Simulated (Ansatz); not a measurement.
# CHOSi: the cost of one run

Method: def2-QZVPP, core rule «outside noble gas», up to 7 orbitals frozen; program: Ansatz 0.2.0, Gaussian basis.

Plan: UHF; ROHF; CCSD(T) on UHF.

## (1) The system

The geometry is a PBE0/def2-TZVP stationary point (not a proven minimum) of the parent state, kept for this charge and spin.

4 atoms, charge 0, spin multiplicity 6.

Atoms are counted from 1 here; the program's logs count them from 0.

Bond lengths: C1–Si2 1.820 Å, C1–H4 1.084 Å, Si2–O3 1.530 Å. Angles: Si2–C1–H4 150.6°, C1–Si2–O3 122.3°.

## (2) UHF

File in.yaml:

```yaml
crystal:
  periodic: [false, false, false]
  atoms:
    - {symbol: C, position_ang: [0.000000, -0.231556, 1.642911]}
    - {symbol: Si, position_ang: [0.000000, 0.419511, -0.056146]}
    - {symbol: O, position_ang: [0.000000, -0.495400, -1.281834]}
    - {symbol: H, position_ang: [0.000000, -1.066454, 2.334393]}
basis:
  gaussian: {orbitals: "def2-QZVPP.json"}
magnetization: {spin_polarized: true, initial_magnetization: 5}
hamiltonian: {xc: hf}
output: {orbitals: {seedname: orbitals}}
```

Command:

```sh
$ ansatz run in.yaml --threads 1 --pin off --events-out ev --progress --plain --max-ram 2393MiB
```

**Question.** How long does this run take on 1 thread of Arm Neoverse V2, shared host, and how much memory does it need?

About 21 s, with a peak of 0.5 GiB.
